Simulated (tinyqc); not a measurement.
RHF in the sto-6g basis, for CH3-, spin multiplicity 1, step by step (part 2 of 2). The basis has no diffuse functions, so it cannot describe the extra electron: this is an exercise in the method, not the real anion. Computed by tinyqc, a small Python program that keeps every step (integrals from PySCF). Command: `OMP_NUM_THREADS=1 python tinyqc.py 25016 25017 out.jsonl` (the two numbers bound the seeds that draw the settings). One thread of a shared host (Intel(R) Xeon(R) Processor @ 2.60GHz), about 0.2 s of CPU time with the checks.

Geometry (angstrom):

| atom | x | y | z |
|---|---|---|---|
| C | 0.00000 | 0.00000 | 0.00200 |
| H | 1.29300 | 0.00000 | 0.00000 |
| H | -0.64700 | 1.12000 | 0.00000 |
| H | -0.64700 | -1.12000 | 0.00000 |

## Iteration 2: building the Fock matrix

D after iteration 1, lower triangle:
```
           1C 1s    1C 2s    1C 2px    1C 2py    1C 2pz     2H 1s     3H 1s    4H 1s
1C 1s    2.06544
1C 2s   -0.23550  0.92015
1C 2px  -0.00002  0.00002   0.29909
1C 2py   0.00000  0.00000   0.00000   0.29905
1C 2pz  -0.00272  0.01421   0.00000   0.00000   1.99990
2H 1s   -0.10983  0.32722   0.49311   0.00000  -0.00754   0.92974
3H 1s   -0.10975  0.32708  -0.24667   0.42715  -0.00753  -0.28997   0.93026
4H 1s   -0.10975  0.32708  -0.24667  -0.42715  -0.00753  -0.28997  -0.28999  0.93026
```

core Hamiltonian H = T + V (hartree), lower triangle:
```
            1C 1s     1C 2s    1C 2px    1C 2py    1C 2pz     2H 1s     3H 1s     4H 1s
1C 1s   -19.16682
1C 2s    -4.40978  -5.88167
1C 2px    0.00000  -0.00002  -4.93928
1C 2py    0.00000   0.00000   0.00000  -4.93913
1C 2pz    0.00006   0.00061   0.00000   0.00000  -4.80538
2H 1s    -0.74141  -1.90736  -1.70179   0.00000   0.00274  -3.37587
3H 1s    -0.74064  -1.90605   0.85081  -1.47279   0.00274  -0.38347  -3.37508
4H 1s    -0.74064  -1.90605   0.85081   1.47279   0.00274  -0.38347  -0.38345  -3.37508
```

nuclear repulsion = 8.0737251 hartree

Given earlier and not repeated: Two-electron integrals (ij|kl) in chemists' order.

J_ij = sum D_kl (ij|kl), K_ij = sum D_kl (ik|jl); F = H + J - 0.5 K; E = tr D H + tr D J / 2 - 0.25 tr D K + E_nn.

Coulomb J (hartree), lower triangle:
```
           1C 1s     1C 2s    1C 2px    1C 2py    1C 2pz    2H 1s    3H 1s    4H 1s
1C 1s   12.16828
1C 2s    2.25904   5.81699
1C 2px   0.00000  -0.00003   5.82121
1C 2py   0.00000   0.00000   0.00000   5.82112
1C 2pz   0.00044   0.00164   0.00000   0.00000   5.80865
2H 1s    0.38586   1.88590   1.82916   0.00000  -0.00250  3.99343
3H 1s    0.38546   1.88465  -0.91451   1.58304  -0.00250  0.36672  3.99290
4H 1s    0.38546   1.88465  -0.91451  -1.58304  -0.00250  0.36672  0.36672  3.99290
```

exchange K (hartree), lower triangle:
```
          1C 1s    1C 2s    1C 2px    1C 2py    1C 2pz    2H 1s    3H 1s    4H 1s
1C 1s   7.19623
1C 2s   1.16327  1.65558
1C 2px  0.00000  0.00010   1.03145
1C 2py  0.00000  0.00000   0.00000   1.03107
1C 2pz  0.00003  0.00446   0.00000   0.00000   1.62011
2H 1s   0.20918  0.72761   0.68859   0.00000  -0.00169  1.24401
3H 1s   0.20897  0.72718  -0.34433   0.59608  -0.00169  0.11721  1.24399
4H 1s   0.20897  0.72718  -0.34433  -0.59608  -0.00169  0.11721  0.11722  1.24399
```

Fock matrix F (hartree), lower triangle:
```
            1C 1s     1C 2s    1C 2px    1C 2py   1C 2pz     2H 1s     3H 1s     4H 1s
1C 1s   -10.59666
1C 2s    -2.73238  -0.89246
1C 2px    0.00000  -0.00010   0.36620
1C 2py    0.00000   0.00000   0.00000   0.36646
1C 2pz    0.00048   0.00003   0.00000   0.00000  0.19321
2H 1s    -0.46014  -0.38527  -0.21693   0.00000  0.00109  -0.00445
3H 1s    -0.45967  -0.38499   0.10846  -0.18778  0.00109  -0.07536  -0.00418
4H 1s    -0.45967  -0.38499   0.10846   0.18778  0.00109  -0.07536  -0.07534  -0.00418
```

total energy of this density = -39.0851110 hartree

## Iteration 2: DIIS over 2 matrices

error matrix X^T (FDS - SDF) X:
```
          1         2         3         4         5         6         7        8
1   0.00000  -0.03418   0.00000   0.00000   0.00009   0.01814   0.01813  0.01813
2   0.03418   0.00000   0.00005   0.00000   0.00199   0.03839   0.03835  0.03835
3   0.00000  -0.00005   0.00000   0.00000   0.00000  -0.04623   0.02314  0.02314
4   0.00000   0.00000   0.00000   0.00000   0.00000   0.00000  -0.04006  0.04006
5  -0.00009  -0.00199   0.00000   0.00000   0.00000   0.00095   0.00095  0.00095
6  -0.01814  -0.03839   0.04623   0.00000  -0.00095   0.00000   0.00004  0.00004
7  -0.01813  -0.03835  -0.02314   0.04006  -0.00095  -0.00004   0.00000  0.00000
8  -0.01813  -0.03835  -0.02314  -0.04006  -0.00095  -0.00004   0.00000  0.00000
```

B (overlaps of the stored error matrices):
```
                1               2
1   2.9053024e+00  -6.7137567e-02
2  -6.7137567e-02   2.5987465e-02
```

Minimise |sum c_i e_i|^2 with sum c_i = 1: solve [B -1; -1 0][c; lambda] = [0; -1] with B_ij = tr e_i^T e_j, and take F = sum c_i F_i.

DIIS coefficients: 0.03038  0.96962

extrapolated F (hartree), lower triangle:
```
            1C 1s     1C 2s    1C 2px    1C 2py   1C 2pz     2H 1s     3H 1s     4H 1s
1C 1s   -10.58437
1C 2s    -2.73080  -0.89582
1C 2px    0.00000  -0.00010   0.36978
1C 2py    0.00000   0.00000   0.00000   0.37003
1C 2pz    0.00047   0.00004   0.00000   0.00000  0.20581
2H 1s    -0.46014  -0.38663  -0.21440   0.00000  0.00106  -0.00317
3H 1s    -0.45967  -0.38635   0.10720  -0.18560  0.00106  -0.07711  -0.00289
4H 1s    -0.45967  -0.38635   0.10720   0.18560  0.00106  -0.07711  -0.07709  -0.00289
```

## Iteration 2: diagonalisation and new density

X, lower triangle:
```
           1C 1s     1C 2s    1C 2px    1C 2py   1C 2pz     2H 1s     3H 1s    4H 1s
1C 1s    1.02591
1C 2s   -0.14861   1.23704
1C 2px   0.00000   0.00007   1.11407
1C 2py   0.00000   0.00000   0.00000   1.11391
1C 2pz   0.00003  -0.00033   0.00000   0.00000  1.00000
2H 1s    0.02002  -0.23381  -0.24972   0.00000  0.00036   1.14694
3H 1s    0.02001  -0.23361   0.12483  -0.21607  0.00036  -0.01881   1.14675
4H 1s    0.02001  -0.23361   0.12483   0.21607  0.00036  -0.01881  -0.01879  1.14675
```

Diagonalise F' = X^T F X, C = X C', fill 5 alpha and 5 beta electrons from the bottom; D = 2 C_occ C_occ^T. Each column has its largest component positive (the first on a tie).

F' = X^T F X (hartree), lower triangle:
```
           1         2         3         4        5         6         7        8
1  -10.37704
2   -1.47955  -0.05188
3    0.00001  -0.00001   0.64480
4    0.00000   0.00000   0.00000   0.64473
5    0.00062  -0.00115   0.00000   0.00000  0.20581
6   -0.04394  -0.34274  -0.42291   0.00000  0.00137   0.30279
7   -0.04381  -0.34250   0.21145  -0.36604  0.00137  -0.01964   0.30272
8   -0.04381  -0.34250   0.21145   0.36604  0.00137  -0.01964  -0.01959  0.30272
```

orbital energies (hartree): MO1 -10.58717, MO2 -0.36870, MO3 -0.05885, MO4 -0.05866, MO5 0.20580, MO6 0.79046, MO7 1.02569, MO8 1.02606

coefficients C:
```
             MO1       MO2       MO3       MO4       MO5       MO6       MO7       MO8
1C 1s    0.99544  -0.20148   0.00004   0.00000  -0.00108  -0.21045   0.00000  -0.00008
1C 2s    0.01999   0.64910  -0.00018   0.00000   0.00544   1.13772   0.00000   0.00056
1C 2px   0.00000   0.00012   0.41415   0.00000   0.00000  -0.00034   0.00000   1.07850
1C 2py   0.00000   0.00000   0.00000   0.41414   0.00000   0.00000   1.07826   0.00000
1C 2pz  -0.00005  -0.00101   0.00000   0.00000   0.99999  -0.00509   0.00000   0.00000
2H 1s   -0.00353   0.25786   0.61835   0.00000  -0.00211  -0.63140   0.00000  -0.76556
3H 1s   -0.00353   0.25756  -0.30939   0.53571  -0.00211  -0.63145  -0.66252   0.38242
4H 1s   -0.00353   0.25756  -0.30939  -0.53571  -0.00211  -0.63145   0.66252   0.38242
```

D after iteration 2, lower triangle:
```
           1C 1s    1C 2s    1C 2px    1C 2py    1C 2pz     2H 1s     3H 1s    4H 1s
1C 1s    2.06298
1C 2s   -0.22178  0.84351
1C 2px  -0.00001  0.00000   0.34303
1C 2py   0.00000  0.00000   0.00000   0.34302
1C 2pz  -0.00186  0.00957   0.00000   0.00000   1.99995
2H 1s   -0.11089  0.33437   0.51223   0.00000  -0.00474   0.89773
3H 1s   -0.11083  0.33431  -0.25620   0.44371  -0.00474  -0.24976   0.89812
4H 1s   -0.11083  0.33431  -0.25620  -0.44371  -0.00474  -0.24976  -0.24981  0.89812
```

## Iteration 9 (converged): orbitals

converged F (hartree), lower triangle:
```
            1C 1s     1C 2s    1C 2px    1C 2py   1C 2pz     2H 1s     3H 1s     4H 1s
1C 1s   -10.57908
1C 2s    -2.72974  -0.86894
1C 2px    0.00000  -0.00009   0.36023
1C 2py    0.00000   0.00000   0.00000   0.36047
1C 2pz    0.00017   0.00010   0.00000   0.00000  0.20548
2H 1s    -0.46026  -0.38323  -0.21980   0.00000  0.00053  -0.00308
3H 1s    -0.45979  -0.38297   0.10990  -0.19028  0.00053  -0.07940  -0.00284
4H 1s    -0.45979  -0.38297   0.10990   0.19028  0.00053  -0.07940  -0.07937  -0.00284
```

As before.

F' = X^T F X (hartree), lower triangle:
```
           1         2         3         4        5         6         7        8
1  -10.37129
2   -1.48317  -0.01766
3    0.00001   0.00001   0.63768
4    0.00000   0.00000   0.00000   0.63760
5    0.00028  -0.00066   0.00000   0.00000  0.20548
6   -0.04399  -0.34406  -0.42845   0.00000  0.00076   0.30533
7   -0.04386  -0.34383   0.21422  -0.37084  0.00076  -0.02412   0.30523
8   -0.04386  -0.34383   0.21422   0.37084  0.00076  -0.02412  -0.02407  0.30523
```

orbital energies (hartree): MO1 -10.58188, MO2 -0.35527, MO3 -0.06335, MO4 -0.06318, MO5 0.20548, MO6 0.80526, MO7 1.03008, MO8 1.03046

coefficients C:
```
             MO1       MO2       MO3       MO4       MO5       MO6       MO7       MO8
1C 1s    0.99545  -0.19770   0.00003   0.00000  -0.00059  -0.21394   0.00000  -0.00009
1C 2s    0.01992   0.62873  -0.00016   0.00000   0.00284   1.14912   0.00000   0.00065
1C 2px   0.00000   0.00011   0.42278   0.00000   0.00000  -0.00041   0.00000   1.07514
1C 2py   0.00000   0.00000   0.00000   0.42277   0.00000   0.00000   1.07491   0.00000
1C 2pz  -0.00002  -0.00051   0.00000   0.00000   1.00000  -0.00306   0.00000   0.00000
2H 1s   -0.00349   0.26905   0.61221   0.00000  -0.00094  -0.62665   0.00000  -0.77054
3H 1s   -0.00349   0.26878  -0.30630   0.53038  -0.00094  -0.62680  -0.66680   0.38484
4H 1s   -0.00349   0.26878  -0.30630  -0.53038  -0.00094  -0.62680   0.66680   0.38484
```

D after iteration 9, lower triangle:
```
           1C 1s    1C 2s    1C 2px    1C 2py    1C 2pz     2H 1s     3H 1s    4H 1s
1C 1s    2.06002
1C 2s   -0.20895  0.79140
1C 2px  -0.00001  0.00000   0.35749
1C 2py   0.00000  0.00000   0.00000   0.35747
1C 2pz  -0.00103  0.00504   0.00000   0.00000   1.99998
2H 1s   -0.11329  0.33797   0.51771   0.00000  -0.00215   0.89439
3H 1s   -0.11324  0.33793  -0.25894   0.44846  -0.00215  -0.23038   0.89476
4H 1s   -0.11324  0.33793  -0.25894  -0.44846  -0.00215  -0.23038  -0.23045  0.89476
```

## Convergence

Stop when the energy changes by less than 1e-10 hartree and every element of the error matrix X^T (F D S - S D F) X is below 3e-06.

Course of the cycle:

| iteration | E (hartree) | change | largest element of the error matrix |
|---|---|---|---|
| 1 | -41.4741981 | - | 6.68e-01 |
| 2 | -39.0851110 | 2.39e+00 | 4.62e-02 |
| 3 | -39.0909800 | -5.87e-03 | 1.67e-02 |
| 4 | -39.0916690 | -6.89e-04 | 2.07e-03 |
| 5 | -39.0916795 | -1.06e-05 | 1.34e-04 |
| 6 | -39.0916796 | -5.22e-08 | 4.81e-05 |
| 7 | -39.0916796 | -6.50e-09 | 1.97e-05 |
| 8 | -39.0916796 | -1.31e-09 | 1.26e-07 |
| 9 | -39.0916796 | -4.97e-14 | 2.62e-08 |

PySCF RHF in the same basis = -39.0916796 hartree

Converged in 9 iterations.

## Populations, bond orders and dipole

overlap S, lower triangle:
```
          1C 1s    1C 2s    1C 2px    1C 2py    1C 2pz    2H 1s    3H 1s    4H 1s
1C 1s   1.00000
1C 2s   0.24323  1.00000
1C 2px  0.00000  0.00000   1.00000
1C 2py  0.00000  0.00000   0.00000   1.00000
1C 2pz  0.00000  0.00000   0.00000   0.00000   1.00000
2H 1s   0.04060  0.38170   0.39195   0.00000  -0.00061  1.00000
3H 1s   0.04056  0.38147  -0.19597   0.33924  -0.00061  0.08105  1.00000
4H 1s   0.04056  0.38147  -0.19597  -0.33924  -0.00061  0.08105  0.08106  1.00000
```

Mulliken: Z minus the diagonal of D S on the atom; Loewdin: the same with S^(1/2) D S^(1/2); Mayer order: 2 sum_s sum (D(s) S)_ij (D(s) S)_ji over the two atoms.

Charges (e):

| atom | Mulliken | Loewdin |
|---|---|---|
| 1C | -0.44643 | -0.49522 |
| 2H | -0.18437 | -0.16810 |
| 3H | -0.18460 | -0.16834 |
| 4H | -0.18460 | -0.16834 |

Mayer bond orders:

| pair | order |
|---|---|
| 2-1 | 0.91878 |
| 3-1 | 0.91870 |
| 3-2 | 0.02361 |
| 4-1 | 0.91870 |
| 4-2 | 0.02361 |
| 4-3 | 0.02361 |

dipole moment about the origin, x y z (debye): 0.00206  0.00000  -0.01617
